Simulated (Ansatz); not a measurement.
Consider the hydrogen abstraction from the Al–H bond: `[NH2][AlH][OH]` + Cl• → `[NH2][Al][OH]`• + HCl.

Calculated with Ansatz (gas phase, PBE0-D4/def2-TZVP geometries, no zero-point term in ΔE). CBS: MP2 limit from def2 TZ/QZ plus the TZ coupled-cluster correction, frozen cores. This one scheme is used for every species, atoms too. DFT in def2-TZVPP. B3LYP here is the variant with VWN-RPA as its local correlation; programs differ in this. HSE06 is defined as in plane-wave codes. No spin–orbit coupling; open shells (•) take unrestricted orbitals. Spin–orbit coupling would lower the free atoms: a little for Cl. Each species was taken in one conformer, which may not be the lowest.

```tsv
level	ΔE (kJ/mol)	difference from CCSD(T)/CBS
PBE-D4	-94.9	-24.5
revPBE-D4	-90.4	-20.0
BLYP-D4	-73.9	-3.5
r2SCAN-D4	-85.6	-15.2
B97M-V	-62.6	7.8
PBE0-D4	-83.3	-12.9
B3LYP-D4	-67.3	3.1
r2SCANh-D4	-81.8	-11.4
r2SCAN0-D4	-76.3	-5.9
BHLYP-D4	-51.5	18.9
CAM-B3LYP-D4	-62.9	7.5
ωB97X-V	-63.2	7.2
ωB97M-V	-63.3	7.1
B2PLYP	-67.1	3.3
PBE-QIDH	-76.8	-6.4
PBE	-94.7	-24.3
revPBE	-89.4	-19.0
BLYP	-73.3	-2.9
r2SCAN	-85.7	-15.3
PBE0	-83.2	-12.8
B3LYP	-66.9	3.5
r2SCANh	-81.9	-11.5
r2SCAN0	-76.3	-5.9
HSE06	-83.5	-13.1
BHLYP	-51.0	19.4
CAM-B3LYP	-62.8	7.6
LC-ωPBE	-72.2	-1.8
HF/def2-SVP	-14.5	55.9
CCSD/def2-SVP	-41.5	28.9
CCSD(T)/def2-SVP	-45.5	24.9
HF/def2-TZVPP	-27.9	42.5
MP2/def2-TZVPP	-81.3	-10.9
SCS-MP2/def2-TZVPP	-65.3	5.1
CCSD/def2-TZVPP	-57.9	12.5
CCSD(T)/def2-TZVPP	-64.5	5.9
HF/def2-QZVPP	-28.8	41.6
MP2/def2-QZVPP	-85.0	-14.6
SCS-MP2/def2-QZVPP	-68.6	1.8
HF/CBS(def2)	-28.9	41.5
CCSD/CBS(def2)	-63.8	6.6
CCSD(T)/CBS	-70.4	0
```

Largest T1 diagnostic among the species: 0.015.

At CCSD(T), def2-SVP lies +24.9 kJ/mol from the extrapolated value and def2-TZVPP +5.9 kJ/mol. From PBE to PBE0 (25 % exact exchange), in def2-TZVPP and without D4, ΔE moves by +11.5 kJ/mol. In def2-TZVPP, CCSD(T) changes the Hartree–Fock value by −36.6 kJ/mol (the triples alone add −6.6 kJ/mol) and MP2 by −53.4 kJ/mol.

CCSD(T)/CBS has its own doubt, a few kJ/mol and more with outer-core shells, so smaller differences from it don't rank the levels.
